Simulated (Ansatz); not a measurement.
**H2S (SMILES S): HSE06/aug-cc-pVTZ**

What is the vertical singlet–triplet gap of H2S at HSE06/aug-cc-pVTZ? 

The calculation is run with Ansatz 0.2.0.

34 further runs of the same task are left out: 34 set aside as unsound or not needed.

### 1 The molecule

H2S has 3 atoms, charge 0, and is taken as a singlet. As SMILES, `S`. Geometry: relaxed at PBE0-D4/def2-TZVP.

Bond lengths: S1–H2 1.341 Å, S1–H3 1.341 Å. Angles: H2–S1–H3 92.3°.

### 2 The energy at HSE06/aug-cc-pVTZ

File input.yaml:

```yaml
basis:
  gaussian:
    orbitals: aug-cc-pVTZ
crystal:
  periodic: [false, false, false]
  atoms:
    - {symbol: S, position_ang: [0.495500, -0.280600, 0.243900]}
    - {symbol: H, position_ang: [0.097900, 0.997700, 0.162400]}
    - {symbol: H, position_ang: [-0.593400, -0.717100, -0.406300]}
hamiltonian:
  xc: hse06
accuracy: high
output: {orbitals: {seedname: orbitals}}
```

The run is started by

```console
$ ansatz run input.yaml --threads 1 --pin off --max-ram 3480MiB --events-out events.jsonl --progress --plain --runs-dir runs
```

Output:

```text
Warning: RAYON_NUM_THREADS=1 ignored (pool sized by the plan → 1); use --threads N
Functional definition: HSE06
  name "HSE06"
  parameter a = 0.25
  parameter omega = 0.11/bohr
  exchange = pbe_x - a*pbe_x_sr(omega) + a*exact_x_sr(omega)
  correlation = pbe_c
1402 factors; integrals over basis functions are off by at most 3.5e-9 eV
97 factors; integrals over basis functions are off by at most 2.3e-9 eV
mean field evaluation 1: about -10863.9053 eV, gradient 1.3e1 eV
mean field evaluation 2: about -10864.0571 eV, gradient 1.2e1 eV
mean field evaluation 4: about -10864.4254 eV, gradient 4.1e-1 eV
mean field evaluation 8: about -10864.4255 eV, gradient 1.9e-3 eV
mean field evaluation 16: about -10864.4255 eV, gradient 3.3e-8 eV
mean field -10864.42551797 eV, -399.2602736134 hartree, gradient 3.3e-8 eV, S^2 0.000000; 0 other end points of the search recorded, 0 dependent functions left out
reference -10864.42552242 eV, -399.2602737769 hartree; 9, 9 occupied and 87, 87 virtual orbitals, 1402 factors
Total energy: -10864.42552242 eV, -399.2602737769 hartree
```

Wall time 2.8 s (1 thread of Arm Neoverse V2, shared host); peak memory 0.19 GiB.

### 3 The triplet at the same level

File job.yaml:

```yaml
crystal:
  periodic: [false, false, false]
  atoms:
    - symbol: S
      position_ang: [0.495500, -0.280600, 0.243900]
    - symbol: H
      position_ang: [0.097900, 0.997700, 0.162400]
    - symbol: H
      position_ang: [-0.593400, -0.717100, -0.406300]
basis:
  gaussian: {orbitals: aug-cc-pVTZ}
magnetization: {spin_polarized: true, initial_magnetization: 2}
hamiltonian: {xc: hse06}
accuracy: high
output: {orbitals: {seedname: orbitals}}
```

The run is started by

```console
$ ansatz run job.yaml --threads 1 --pin off --max-ram 3480MiB --events-out events.jsonl --progress --plain --runs-dir runs
```

Output, shortened:

```text
Warning: RAYON_NUM_THREADS=1 ignored (pool sized by the plan → 1); use --threads N
Functional definition: HSE06
  name "HSE06"
[...]
1402 factors; integrals over basis functions are off by at most 3.5e-9 eV
97 factors; integrals over basis functions are off by at most 2.3e-9 eV
[...]
mean field -10858.87316310 eV, -399.0562283355 hartree, gradient 1.6e-8 eV, S^2 2.006511; 4 other end points of the search recorded, 0 dependent functions left out
reference -10858.87316768 eV, -399.0562285038 hartree; 10, 8 occupied and 86, 88 virtual orbitals, 1402 factors
Total energy: -10858.87316768 eV, -399.0562285038 hartree
```

It took 45 s on 1 thread of Arm Neoverse V2, shared host; peak memory 0.28 GiB.

### 4 What came out

Level: HSE06/aug-cc-pVTZ.

```
                                        quantity          value
                           singlet: total energy  -399.26027 Eh
                            singlet: HOMO energy       -7.16 eV
                            singlet: LUMO energy       -0.59 eV
                          singlet: HOMO–LUMO gap        6.58 eV
                           triplet: total energy  -399.05623 Eh
     triplet: HOMO energy (highest over α and β)       -2.02 eV
                                   triplet: ⟨S²⟩          2.007
vertical energy of the triplet above the singlet       5.552 eV
```

What this shows: At this shape the triplet lies 5.55 eV (128 kcal/mol) above the singlet.
